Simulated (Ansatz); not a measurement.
**Molecular dynamics, step by step**

C2H7Cl (SMILES C.CCl), closed shell, PBE0-D4/6-31G (Ansatz 0.2.0). Settings (timestep in fs, temperature in K; T counts 24 degrees of freedom):

```yaml
hamiltonian: {xc: pbe0, dispersion: d4}
md: {n_steps: 40, timestep: 1.0, temperature: 300, ensemble: nvt_nose_hoover, seed: 981, initial_velocities: maxwell_boltzmann}
```

Start (the SMILES describes the start alone):

C1  (-0.097, 0.071, -1.919)
H2  (-0.361, 0.444, -2.909)
H3  (-0.352, -0.987, -1.853)
H4  (-0.650, 0.628, -1.163)
H5  (0.974, 0.200, -1.761)
C6  (0.211, -0.163, 1.929)
Cl7  (-1.168, 0.947, 1.836)
H8  (0.423, -0.536, 0.929)
H9  (-0.049, -0.985, 2.593)
H10  (1.069, 0.380, 2.319)
(Å)

| step | time (fs) | potential energy less the start (meV) | kinetic energy (meV) | T (K) |
| --- | --- | --- | --- | --- |
| 0 | 0.00 | 0.0 | 310.2 | 300 |
| 2 | 2.00 | 136.2 | 186.0 | 180 |
| 4 | 4.00 | 127.3 | 193.2 | 187 |
| 6 | 6.00 | 39.0 | 273.2 | 264 |
| 8 | 8.00 | 171.2 | 155.6 | 150 |
| 10 | 10.00 | -1.0 | 312.7 | 302 |
| 12 | 12.00 | 81.0 | 238.9 | 231 |
| 14 | 14.00 | 179.7 | 144.4 | 140 |
| 16 | 16.00 | 85.4 | 228.6 | 221 |
| 18 | 18.00 | 227.5 | 98.0 | 95 |
| 20 | 20.00 | 142.1 | 175.8 | 170 |
| 22 | 22.00 | 114.8 | 203.6 | 197 |
| 24 | 24.00 | 231.5 | 95.7 | 93 |
| 26 | 26.00 | 104.6 | 213.9 | 207 |
| 28 | 28.00 | 149.4 | 173.8 | 168 |
| 30 | 30.00 | 133.4 | 193.0 | 187 |
| 32 | 32.00 | -8.5 | 327.4 | 317 |
| 34 | 34.00 | 119.3 | 211.8 | 205 |
| 36 | 36.00 | 53.8 | 272.6 | 264 |
| 38 | 38.00 | 59.6 | 264.6 | 256 |
| 40 | 40.00 | 213.8 | 123.0 | 119 |

Step 2, positions (Å) and forces (eV/Å):

| atom | x | y | z | Fx | Fy | Fz |
| --- | --- | --- | --- | --- | --- | --- |
| C1 | -0.104 | 0.072 | -1.918 | 1.428 | -0.204 | -0.465 |
| H2 | -0.341 | 0.418 | -2.929 | -0.146 | 0.042 | 0.201 |
| H3 | -0.340 | -0.982 | -1.824 | -0.031 | -0.291 | -0.062 |
| H4 | -0.620 | 0.615 | -1.161 | -0.675 | 0.637 | 0.486 |
| H5 | 0.988 | 0.222 | -1.752 | -0.582 | -0.182 | -0.156 |
| C6 | 0.221 | -0.172 | 1.931 | 1.739 | -1.142 | -0.333 |
| Cl7 | -1.172 | 0.951 | 1.835 | -1.107 | 0.861 | 0.081 |
| H8 | 0.392 | -0.530 | 0.858 | 0.176 | 0.419 | 1.684 |
| H9 | -0.047 | -1.036 | 2.594 | 0.298 | 0.822 | -0.645 |
| H10 | 1.104 | 0.404 | 2.367 | -1.100 | -0.963 | -0.791 |

Step 18, positions (Å) and forces (eV/Å):

| atom | x | y | z | Fx | Fy | Fz |
| --- | --- | --- | --- | --- | --- | --- |
| C1 | -0.088 | 0.068 | -1.897 | -1.809 | 0.123 | 0.060 |
| H2 | -0.414 | 0.273 | -2.920 | 0.268 | -0.082 | -0.221 |
| H3 | -0.300 | -0.993 | -1.692 | 0.119 | 0.341 | 0.104 |
| H4 | -0.747 | 0.724 | -1.272 | 0.805 | -0.616 | -0.107 |
| H5 | 0.955 | 0.288 | -1.785 | 0.629 | 0.225 | 0.174 |
| C6 | 0.316 | -0.257 | 1.909 | -2.074 | 1.188 | 0.331 |
| Cl7 | -1.211 | 0.986 | 1.837 | 1.377 | -1.060 | -0.034 |
| H8 | 0.628 | -0.482 | 0.944 | 0.012 | -0.397 | -2.125 |
| H9 | -0.025 | -1.100 | 2.446 | -0.484 | -0.869 | 0.587 |
| H10 | 1.099 | 0.239 | 2.382 | 1.157 | 1.148 | 1.231 |

Step 22, positions (Å) and forces (eV/Å):

| atom | x | y | z | Fx | Fy | Fz |
| --- | --- | --- | --- | --- | --- | --- |
| C1 | -0.096 | 0.069 | -1.895 | 0.675 | -0.085 | -0.702 |
| H2 | -0.382 | 0.214 | -2.942 | 0.027 | 0.073 | 0.074 |
| H3 | -0.292 | -0.968 | -1.642 | 0.183 | -0.299 | 0.130 |
| H4 | -0.698 | 0.694 | -1.269 | -0.430 | 0.562 | 0.483 |
| H5 | 0.972 | 0.335 | -1.782 | -0.451 | -0.257 | 0.025 |
| C6 | 0.317 | -0.257 | 1.896 | -0.117 | 0.655 | 0.295 |
| Cl7 | -1.211 | 0.987 | 1.838 | 1.293 | -0.992 | -0.174 |
| H8 | 0.662 | -0.514 | 0.864 | -0.581 | 0.467 | 0.823 |
| H9 | -0.072 | -1.127 | 2.445 | 0.150 | 0.298 | -0.303 |
| H10 | 1.103 | 0.272 | 2.493 | -0.750 | -0.422 | -0.651 |

Last step (40):

C1  (-0.088, 0.066, -1.873)
H2  (-0.418, 0.056, -2.916)
H3  (-0.214, -0.956, -1.485)
H4  (-0.787, 0.761, -1.365)
H5  (0.935, 0.404, -1.819)
C6  (0.204, -0.180, 1.885)
Cl7  (-1.167, 0.956, 1.839)
H8  (0.568, -0.219, 0.920)
H9  (-0.081, -1.133, 2.212)
H10  (0.994, 0.180, 2.454)
(Å)

Hardware: 4 CPU threads of an Arm Neoverse V1, shared host. Wall time about 20 s.
